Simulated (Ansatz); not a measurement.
Geometry optimisation, Ansatz 0.2.0, RKS B3LYP-D4/6-31G*.

The input (input.yaml):

```yaml
crystal:
  periodic: [false, false, false]
  atoms:
    - { symbol: B, position_ang: [0.0, 0.0, 0.0] }
    - { symbol: H, position_ang: [0.0, 0.0, 1.54] }
    - { symbol: "N", position_ang: [1.3423, 0.0, -0.775] }
    - { symbol: H, position_ang: [1.8089, -0.9179, -1.0268] }
    - { symbol: H, position_ang: [1.7937, 0.9179, -1.0532] }
    - { symbol: H, position_ang: [-1.0305, 0.0, -0.595] }
    - { symbol: F, position_ang: [0.0726, 1.5356, 0.5108] }
    - { symbol: H, position_ang: [0.041, 0.8666, 1.4996] }
basis:
  gaussian: { orbitals: "6-31G*" }
hamiltonian:
  xc: b3lyp
  dispersion: d4
relax:
  f_tol: 0.15
  max_steps: 25
  restrain:
    - { distance: [0, 6], at: 1.32, k: 30.0 }
    - { distance: [7, 1], at: 0.66, k: 30.0 }
    - { distance: [0, 1], at: 2.39, k: 30.0 }
    - { distance: [7, 6], at: 2.12, k: 30.0 }
```

Command:

```bash
$ ansatz run input.yaml --threads 1 --pin off --max-ram 2048MiB --backend cpu --events-out ev --progress --plain --runs-dir out
```

Problem. Where does it end, and by what steps?

Solution. The run converged. The restraints hold the end off the free minimum. After 7 steps the energy has fallen by 4.233 eV (the restraints' own energy left out); B1 moved furthest, 0.64 Å.

```tsv
step	energy less start (eV)	largest force component (eV/Å)	accepted
0	0.0000	3.849	yes
1	-1.6195	5.361	yes
2	-3.0843	3.404	yes
3	-3.8129	1.974	yes
4	-4.0788	1.252	yes
5	-4.1813	1.270	yes
6	-4.2030	1.525	yes
7	-4.2333	1.410	yes
```

```xyz
8
Properties=species:S:1:pos:R:3
B 0.047 0.467 -0.428
H 0.126 -0.014 1.923
N 1.322 0.068 -0.830
H 1.509 -0.866 -1.166
H 2.131 0.674 -0.815
H -0.874 -0.289 -0.538
F -0.160 1.697 0.047
H -0.072 0.664 1.908
```

Run time: 12 s on 1 thread of Arm Neoverse V2 (shared host), peak memory 0.12 GiB.
